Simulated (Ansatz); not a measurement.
System: HgS (P3₂21, No. 154). Method: PBE+SOC (plane waves, PAW; Ansatz, an electronic-structure program).

The input as run:

Ansatz 0.2 input:
```yaml
crystal:
  lattice:
    - [2.2428439646, -3.8847197001, 0.0]
    - [2.2428439646, 3.8847197001, 0.0]
    - [0.0, 0.0, 9.7382880104]
  atoms:
    - { symbol: Hg, position: [0.7741650677, 0.0, 0.6666666667] }
    - { symbol: Hg, position: [0.0, 0.7741650677, 0.3333333333] }
    - { symbol: Hg, position: [0.2258349323, 0.2258349323, 0.0] }
    - { symbol: S, position: [0.4413555618, 0.0, 0.1666666667] }
    - { symbol: S, position: [0.0, 0.4413555618, 0.8333333333] }
    - { symbol: S, position: [0.5586444382, 0.5586444382, 0.5] }
basis:
  ecutwfc: 520
  ecutrho_ratio: 4
  xc_grid: 2
kpoints:
  mp_grid: { grid: [12, 12, 4] }
  band_path:
    path:
      - [0.0, 0.0, 0.0]
      - [0.071429, 0.0, 0.0]
      - [0.142857, 0.0, 0.0]
      - [0.214286, 0.0, 0.0]
      - [0.285714, 0.0, 0.0]
      - [0.357143, 0.0, 0.0]
      - [0.428571, 0.0, 0.0]
      - [0.5, 0.0, 0.0]
      - [0.458333, 0.083333, 0.0]
      - [0.416667, 0.166667, 0.0]
      - [0.375, 0.25, 0.0]
      - [0.333333, 0.333333, 0.0]
      - [0.296296, 0.296296, 0.0]
      - [0.259259, 0.259259, 0.0]
      - [0.222222, 0.222222, 0.0]
      - [0.185185, 0.185185, 0.0]
      - [0.148148, 0.148148, 0.0]
      - [0.111111, 0.111111, 0.0]
      - [0.074074, 0.074074, 0.0]
      - [0.037037, 0.037037, 0.0]
      - [0.0, 0.0, 0.25]
      - [0.0, 0.0, 0.5]
      - [0.071429, 0.0, 0.5]
      - [0.142857, 0.0, 0.5]
      - [0.214286, 0.0, 0.5]
      - [0.285714, 0.0, 0.5]
      - [0.357143, 0.0, 0.5]
      - [0.428571, 0.0, 0.5]
      - [0.5, 0.0, 0.5]
      - [0.458333, 0.083333, 0.5]
      - [0.416667, 0.166667, 0.5]
      - [0.375, 0.25, 0.5]
      - [0.333333, 0.333333, 0.5]
      - [0.296296, 0.296296, 0.5]
      - [0.259259, 0.259259, 0.5]
      - [0.222222, 0.222222, 0.5]
      - [0.185185, 0.185185, 0.5]
      - [0.148148, 0.148148, 0.5]
      - [0.111111, 0.111111, 0.5]
      - [0.074074, 0.074074, 0.5]
      - [0.037037, 0.037037, 0.5]
      - [0.5, 0.0, 0.25]
      - [0.333333, 0.333333, 0.25]
    npoints: 1
hamiltonian:
  xc: pbe
  dispersion: none
  pseudopotentials: { kind: paw }
scf:
  occupations: { method: fermi_dirac, width: 0.01 }
  convergence: { dr2_threshold: 0.0000000006 }
output:
  forces: true
  stress: true
  eigenvalues: true
  write_bands: true
magnetization:
  noncollinear: true
  spin_orbit: true
```

Excerpt of the program's output:

```
Crystal: 6 atoms, lattice volume = 169.696 Å³
Basis set: ecut = 520 eV, 4591 PW (Γ), exchange–correlation on 72×72×150 points (8 copies of the dense FFT grid, shifted against one another)
Bands: 94, of which v1, the nominal top of the filled ones, is band 78 counted from 1 (77 counted from 0)
Symmetry: 6 space group operations + 6 with time reversal
k-points: 69 of 576 (time reversal used)
Initial density: superposition of atomic densities (chi_scale 0.1, normalization cell, long waves kept (reshape's long-wave potential 0.00 eV rms))
Functional: x = pbe(κ = 0.804, μ = 0.2195149727645171), c = pbe(β = 0.06672455060314922)
spin=Noncollinear: Resta preconditioning applied to the charge; magnetization (m_x, m_y, m_z) channels mix plain (no charge-response kernel on spin).
SCF 1 converged in 10 iterations: F = -44269.395061 eV  dr2 = 1.42e-10
SCF converged after 10 iterations
Free energy (F): -44269.395061 eV
Internal energy: -44269.395061 eV  (E = F + TS)
E sigma→0 (E₀):  -44269.395061 eV
Fermi energy:    7.159014 eV
--- Stress (GPa, compression-positive) ---
        0.005004       0.000000      -0.000000
        0.000000       0.005004      -0.000000
       -0.000000      -0.000000       0.002718
  P = ⅓ Tr σ = 0.0042 GPa (0.042 kbar)
```

Note: the cell is over a tenth larger than the published one (another phase or state, or a fault of the published cell, is possible).

Computing time: very roughly 10 core-minutes.
